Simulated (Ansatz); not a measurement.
Species: C2H4Cl, charge -1, multiplicity 1. It need not be the lowest isomer of its formula. Whether it binds its extra electron was not tested at this geometry. 
Coordinates optimised at B3LYP-D3(BJ)/def2-TZVP (Ansatz, a first-principles code):
SMILES: C[CH-]Cl
```xyz
7

C     -0.0118     0.9914     0.1631
C      1.4802     0.7109     0.0552
Cl    -0.8332    -0.8007    -0.0369
H     -0.3229     1.3867    -0.8194
H      1.9848     1.6889     0.0057
H      1.8623     0.2027     0.9492
H      1.8301     0.1192    -0.8174
```
Charge -1, spin multiplicity 1.

Parts of the frozen-core correlation energy in cc-pV(D+d)Z (Ansatz, hartree). Frozen orbitals: 7; correlated occupied orbitals by spin: 10 and 10; virtual: 54 and 54. No spin-orbit coupling. Non-relativistic.

| term | value |
|---|---|
| reference (HF) | -537.49594 |
| MP2 opposite-spin | ? |
| MP2 same-spin | -0.10294 |
| CCSD correlation | ? |
| (T) | ? |
| T1 diagnostic | 0.011 |
| largest doubles amplitude | 0.034 |

Q: Complete the blanks.

A: 
- MP2 opposite-spin, value: -0.32436
- CCSD correlation, value: -0.47033
- (T), value: -0.01336
